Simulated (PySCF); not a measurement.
Fill in the blanks.

n-BuOMe, C5H12O.
Bonds: C1–C2, C2–C3, C3–C4, C4–O5, O5–C6. Hydrogens: H7, H8, H9 on C1; H10, H11 on C2; H12, H13 on C3; H14, H15 on C4; H16, H17, H18 on C6.

Conformer (atom-mapped SMILES and torsion angles): `[CH3:1][CH2:2][CH2:3][CH2:4][O:5][CH3:6]`: C1–C2–C3–C4 179°, C2–C3–C4–O5 -59°, C3–C4–O5–C6 -72°.

```tsv
property	level	value
point group of the GFN2-xTB geometry	GFN2-xTB	C1
rotational constants A, B, C of the GFN2-xTB geometry	GFN2-xTB	7.173, 1.695, 1.576 GHz
dipole moment	PBE0/def2-SVPD	?
HOMO energy	PBE0/def2-SVPD	?
LUMO energy	PBE0/def2-SVPD	0.71 eV
lowest singlet excitation	TDDFT PBE0/def2-SVPD	6.90 eV (180 nm, f = 0.014)
strongest line among the 8 lowest singlet transitions	TDDFT PBE0/def2-SVPD	?
lowest triplet excitation (Tamm–Dancoff)	TDA PBE0/def2-SVPD	6.76 eV
static isotropic polarisability	PBE0/def2-SVPD	67.8 au
electronic spatial extent ⟨r²⟩ about the centre of nuclear charge	PBE0/def2-SVPD	845 bohr²
```

The electronic properties come from PySCF, for the isolated species, density fitting.

(1) What is the HOMO energy?

(2) What is the dipole moment?

(3) Give the strongest line among the 8 lowest singlet transitions.

## Answers

(1) -7.32 eV.

(2) 1.21 D.

(3) S3 at 7.65 eV (162 nm, f = 0.043).

The rotational constants make it an asymmetric top with κ = (2B − A − C)/(A − C) = -0.96, nearer the prolate limit (−1). With B = h/(8π²I), that is 505.379 GHz u Å² over I, the principal moments of inertia are 70.5, 298.1 and 320.6 u Å² (most abundant isotopes). The dipole equals about 4.0 × 10⁻³⁰ C·m (1 D = 3.33564 × 10⁻³⁰ C·m). The largest Löwdin shares of the HOMO are 0.56 on O5, 0.09 on C4, 0.09 on C6 and 0.08 on C3. In wavenumbers S1 is 55600 cm⁻¹ (1 eV = 8065.54 cm⁻¹).

For the TDDFT job (PBE0/def2-SVPD), hardware: an x86-64 server with one thread (shared host). Cost: 23 s wall.

One conformer stands for the species.
